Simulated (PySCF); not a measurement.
Where the electron goes

Species: C4H10FO (charge +1).
Cartesian coordinates in Å at the PBE0-D3(BJ)/def2-SVP level; atoms count from 1:
```
atom  x, y, z in Å
C1    -0.4231   -0.5825   -1.2764
O2    -0.0849    0.3495   -0.1933
C3    -1.2316    1.0310    0.3969
C4     0.9413   -0.1198    0.7657
C5     2.3150   -0.0614    0.1623
F6     2.4728   -1.0212   -0.7951
H7    -0.9230    0.0124   -2.0483
H8    -1.0794   -1.3664   -0.8731
H9     0.5238   -0.9901   -1.6406
H10   -0.8390    1.8671    0.9855
H11   -1.8360    1.4034   -0.4371
H12   -1.7971    0.3217    1.0176
H13    0.8697    0.5684    1.6168
H14    0.6557   -1.1367    1.0763
H15    2.5116    0.9317   -0.2743
H16    3.0369   -0.2354    0.9786
```

Computed, not measured: PySCF, TDDFT wB97X-D/def2-SVPD, vertical, gas phase, core orbitals frozen in the response.

Frontier orbitals with the atoms that hold most of them (Löwdin shares over 4%, at most four atoms; ? is withheld):

| orbital | ε (eV) | atoms |
| --- | --- | --- |
| LUMO+2 | -1.17 | C5 13%, H13 12%, O2 10%, C4 9% |
| LUMO+1 | -1.85 | C3 16%, C4 11%, C1 10%, O2 9% |
| LUMO | -2.58 | ? |
| HOMO | -16.43 | F6 38%, C5 17%, O2 14%, H16 10% |
| HOMO-1 | -16.52 | ? |
| HOMO-2 | -17.25 | O2 28%, F6 24%, C3 9%, C1 8% |
| HOMO-3 | -18.44 | C1 23%, C3 16%, C4 14%, H9 8% |

Question: Which atoms hold the HOMO-1, and with what shares?

Answer: F6 (bonded to C) 38%; C5 (bonded to C, F and 2 H) 20%; H15 (bonded to C) 12%; C4 (bonded to C, O and 2 H) 9%. By element: fluorine 38%, carbon 30% or more, hydrogen 12% or more.

Question: Which atoms hold the LUMO, and with what shares?

Answer: C3 (bonded to O and 3 H) 17%; C4 (bonded to C, O and 2 H) 15%; O2 (bonded to 3 C) 15%; C1 (bonded to O and 3 H) 14%. By element: carbon 46% or more, oxygen 15%.

Question: The HOMO–LUMO gap is 13.85 eV. Where does the response calculation put the lowest singlet, and from which orbitals?

Answer: S1 is at 8.88 eV (f = 0.0042), 4.97 eV below the gap, made of HOMO→LUMO (51%), HOMO-1→LUMO (30%), HOMO-2→LUMO (13%). Without the coupling terms of the response equations the lowest excitation would equal the gap.

Next come S2 at 9.54 eV (f 0.043), HOMO-1→LUMO (52%), HOMO→LUMO (33%); S3 at 9.78 eV (f 0.0009), HOMO-2→LUMO (74%); S4 at 10.41 eV (f 0.047), HOMO→LUMO+1 (52%), HOMO-1→LUMO+1 (20%); S5 at 10.50 eV (f 0.012), HOMO-1→LUMO+1 (33%), HOMO-1→LUMO+2 (18%), HOMO→LUMO+2 (17%).

One conformer stands for the species.
